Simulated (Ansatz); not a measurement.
For Cs2AgBiBr6 (Fm-3m, No. 225), r²SCAN in Ansatz (plane waves, PAW) gives:

- equilibrium lattice constant a: 11.344 Å
- cohesive energy: 2.76 eV/atom
- band gap: 1.67 eV

Q: What does HSE06 in Ansatz (plane waves, PAW) give for the same quantities?

A: 
- lattice constant a: 11.417 Å (rises by 0.6 %)
- cohesive energy: 2.58 eV/atom (drops by 0.18 eV/atom)
- band gap: 2.22 eV (rises by 0.55 eV)

For comparison: lattice constant a 11.232 Å (measured, 298 K, copied from a table, unchecked, not corrected to a static lattice; as tabulated in Journal of the American Chemical Society 139, 5015 (2017)).

Changes are worked out from the printed values.

Unless a cell is named, each level is at its own relaxed cell (r²SCAN 36.50, HSE06 37.20 Å³/atom).

Levels without +SOC leave out spin–orbit coupling, which shifts energies and cells of such heavy elements.

Levels without +SOC have no spin–orbit coupling; where heavier elements are present it shifts gaps, mostly down, and can invert bands. Density-functional gaps are differences of (generalised) Kohn–Sham levels.

Ansatz's density-functional and Hartree–Fock values are scalar-relativistic unless marked +SOC, with PAW data made under PBE.

Ansatz is a quantum-chemistry and plane-wave program.
